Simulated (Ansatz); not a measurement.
AlClF, doublet: from triple and quadruple zeta to the limit

```yaml
atoms:
  - { symbol: F, position_ang: [-0.4232, -2.4787, 0.8282] }
  - { symbol: Al, position_ang: [-0.7358, -1.0747, -0.0097] }
  - { symbol: Cl, position_ang: [-2.4201, -0.9961, -1.2753] }
```

Connectivity, by distances: F–Al–Cl.

Ansatz 0.2.0, UHF determinant, valence electrons correlated. Energies in eV.

```csv
set,X,functions,Hartree–Fock,MP2 correlation,CCSD(T) correlation,time
def2-TZVPP,3,115,-21797.5761,-13.3335,-14.2902,"9 s on 1 × NVIDIA H100 80GB HBM3 with 1 thread of AMD EPYC 7R13 Processor (Zen 3), on a shared host"
def2-QZVPP,4,197,-21798.2639,-14.6781,-15.6432,"14 s on 1 × NVIDIA H100 80GB HBM3 with 1 thread of AMD EPYC 7R13 Processor (Zen 3), on a shared host"
```

Hartree–Fock is taken to follow E(X) = E∞ + A·exp(−7.88·√X), correlation E(X) = E∞ + B·X^−2.97.

Problem. Work out the CCSD(T) energy at the limit, and how far the shortcut misses it that extrapolates MP2 and adds CCSD(T) minus MP2 from the smaller set.

Solution. Hartree–Fock: E∞ = E4 + 0.1377·(E4 − E3) = -21798.3587. Correlation: E∞ = E4 + 0.7407·(E4 − E3) = -16.6454 for CCSD(T) and -15.6741 for MP2. The limit is -21815.0041 eV, 1.097 eV below def2-QZVPP. The shortcut gives a correlation energy of -15.6741 + (-0.9567) = -16.6309, 15 meV higher than the direct value.

Past Ne part of the Hartree–Fock step between the two sets comes from the cores, which don't follow the formula, so the 95 meV that it adds to the total can overshoot; that part largely cancels in differences.
